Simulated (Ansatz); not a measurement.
Cost and result for the atomization energy of CH₅MgN (`[CH3][Mg][NH2]`) (8 atoms, 7 bonds).

Total charge 0; spin multiplicity 1. Correlated methods include outer-core shells of Mg, which these sets cover unevenly. All single points use the PBE0-D4/def2-TZVP geometry. It is one conformer, not always the lowest. Program: Ansatz. Hardware: A = 2 threads of an AMD EPYC 7R13 on a shared host; B = 2 threads of an AMD EPYC 7R13 on a shared host and a share of an NVIDIA H100 80 GB. Times are those of one run each, without the atoms' runs, and a repeat can differ threefold. Electronic energies, without spin–orbit coupling; frozen cores. CCSD(T)/CBS adds CCSD(T) − MP2 in def2-TZVPP to the MP2 limit, and its time is that of the two runs behind it. T1 = 0.009. With those shells the extrapolation isn't a true limit. B3LYP takes the VWN-RPA correlation (the form of Gaussian; ORCA's B3LYP/G).

CCSD(T)/CBS is a level of theory with its own doubt, some kJ/mol a heavy atom from the limit and from the frozen cores, so smaller differences don't rank the functionals.

| level | functions | wall time | atomization (kcal/mol) | difference from CCSD(T)/CBS | per bond |
| --- | --- | --- | --- | --- | --- |
| PBE0-D4/def2-TZVPP [A] | 164 | 1.2 s | 601.8 | -7.1 | -1.0 |
| PBE-D4/def2-TZVPP (with forces) [A] | 164 | 1.4 s | 612.6 | 3.7 | 0.5 |
| B3LYP-D4/def2-TZVPP (with forces) [A] | 164 | 1.7 s | 606.3 | -2.6 | -0.4 |
| r2SCAN-D4/def2-TZVPP (with forces) [A] | 164 | 2.1 s | 605.2 | -3.7 | -0.5 |
| B2PLYP/def2-TZVPP [A] | 164 | 2.6 s | 599.2 | -9.7 | -1.4 |
| ωB97X-V/def2-TZVPP [A] | 164 | 3.8 s | 606.2 | -2.7 | -0.4 |
| ωB97M-V/def2-TZVPP (with forces) [A] | 164 | 5.5 s | 604.3 | -4.6 | -0.7 |
| CCSD(T)/def2-TZVPP [B] | 164 | 10 s | 587.4 | -21.5 | -3.1 |
| CCSD(T)/def2-QZVPP [B] | 327 | 14 s | 600.2 | -8.7 | -1.2 |
| CCSD(T)/CBS(def2) | – | 24 s | 608.9 | 0.0 | 0.0 |

The D4 term adds +3.1 kcal/mol with B3LYP and +1.6 kcal/mol with PBE0; it sums over pairs of atoms, weighted by their polarisabilities, and B3LYP, whose exchange is more repulsive, gets the larger term. From PBE to PBE0 (25 % exact exchange), in def2-TZVPP and without D4, the atomization energy moves by −10.5 kcal/mol: exact exchange takes away binding that semilocal exchange gives to molecules. In def2-TZVPP, CCSD(T) changes the Hartree–Fock value by +160.1 kcal/mol (the triples alone add +7.8 kcal/mol) and MP2 by +165.8 kcal/mol; breaking electron pairs costs correlation energy, which Hartree–Fock lacks.
